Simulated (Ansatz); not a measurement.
# C₂H₆OS₂: one species, many methods

An exercise on one series of results from a longer session: the logs are not shown, and one member is left open.

Method: functionals in def2-TZVPP, the program's frozen cores in correlated methods; program: Ansatz 0.2.0, Gaussian basis.

Plan: PBE-D4, r2SCAN-D4, PBE0-D4, B3LYP-D4, ωB97X-V, ωB97M-V, B2PLYP; CCSD(T)/def2-TZVPP; MP2/def2-QZVPP; extrapolation to the limit.

**The geometry**

An earlier PBE0-D4 in a triple-zeta def2 set relaxation fixed the geometry.

SMILES `CSC(O)S`, 11 atoms, charge 0, spin multiplicity 1.

Atoms are counted from 1 here; the program's logs count them from 0.

Bond lengths: C1–S2 1.795 Å, C1–H6 1.090 Å, C1–H7 1.091 Å, C1–H8 1.089 Å, S2–C3 1.790 Å, C3–O4 1.395 Å, C3–S5 1.841 Å, C3–H9 1.095 Å, O4–H10 0.964 Å, S5–H11 1.342 Å. Angles: S2–C1–H6 106.4°, S2–C1–H7 110.3°, S2–C1–H8 110.8°, H6–C1–H7 109.4°, H6–C1–H8 109.5°, H7–C1–H8 110.4°, C1–S2–C3 100.6°, S2–C3–O4 110.1°, S2–C3–S5 115.3°, S2–C3–H9 104.3°, O4–C3–S5 107.3°, O4–C3–H9 112.3°, S5–C3–H9 107.6°, C3–O4–H10 108.2°, C3–S5–H11 96.0°.

As a file:

| atom | x (Å) | y (Å) | z (Å) |
| --- | --- | --- | --- |
| C1 | -1.7311 | 0.2734 | -0.0394 |
| S2 | -0.5445 | 0.1184 | 1.2980 |
| C3 | 0.9858 | 0.0443 | 0.3727 |
| O4 | 1.1585 | 1.2172 | -0.3633 |
| S5 | 1.1282 | -1.3646 | -0.8034 |
| H6 | -2.7182 | 0.2617 | 0.4229 |
| H7 | -1.6416 | -0.5715 | -0.7234 |
| H8 | -1.5916 | 1.2116 | -0.5739 |
| H9 | 1.7581 | -0.0844 | 1.1383 |
| H10 | 1.9930 | 1.1520 | -0.8416 |
| H11 | 1.2689 | -2.3149 | 0.1337 |

Set-up of the first run:

Input file in.yaml:

```yaml
crystal:
  periodic: [false, false, false]
  atoms:
    - {symbol: C, position_ang: [-1.731119, 0.273391, -0.039353]}
    - {symbol: S, position_ang: [-0.544464, 0.118370, 1.297960]}
    - {symbol: C, position_ang: [0.985795, 0.044265, 0.372681]}
    - {symbol: O, position_ang: [1.158525, 1.217224, -0.363268]}
    - {symbol: S, position_ang: [1.128182, -1.364610, -0.803371]}
    - {symbol: H, position_ang: [-2.718223, 0.261707, 0.422876]}
    - {symbol: H, position_ang: [-1.641609, -0.571542, -0.723410]}
    - {symbol: H, position_ang: [-1.591598, 1.211635, -0.573907]}
    - {symbol: H, position_ang: [1.758144, -0.084377, 1.138263]}
    - {symbol: H, position_ang: [1.993012, 1.151953, -0.841584]}
    - {symbol: H, position_ang: [1.268856, -2.314917, 0.133714]}
basis:
  gaussian: {orbitals: def2-TZVPP}
hamiltonian: {xc: pbe, dispersion: d4}
output: {forces: true, orbitals: {seedname: orbitals}}
```

Started as:

```console
$ ansatz run in.yaml --threads 4 --pin off --events-out ev --progress --plain --max-ram 10444MiB
```

Steps of the session up to this table: PBE-D4 (GGA); r2SCAN-D4 (meta-GGA); PBE0-D4 (hybrid); B3LYP-D4 (hybrid); ωB97X-V (range-separated); ωB97M-V (range-separated); B2PLYP (double hybrid); CCSD(T) in def2-TZVPP; MP2 in def2-QZVPP.

One table of the session follows, with a row left open; its other results are not shown here.

It belongs to the step «Atomisation energies». 

```
            method  atomisation energy (kcal/mol)
            PBE-D4                              ?
         r2SCAN-D4                          927.9
           PBE0-D4                          928.6
          B3LYP-D4                          921.0
           ωB97X-V                          927.9
           ωB97M-V                          930.0
            B2PLYP                          909.4
     HF/def2-TZVPP                          638.5
    MP2/def2-TZVPP                          913.4
   CCSD/def2-TZVPP                          879.6
CCSD(T)/def2-TZVPP                          896.8
           MP2/CBS                          941.8
       CCSD(T)/CBS                          925.1
```

Estimate the missing values for PBE-D4.

The run gave: atomisation energy (kcal/mol): 949.7. In the column «atomisation energy (kcal/mol)» it is the highest.

Caveats from the session: Free atoms (2 C, 2 S, 1 O, 6 H) were run apart at each level; the atomisation energy is their sum less the molecule, without zero-point or spin-orbit terms.
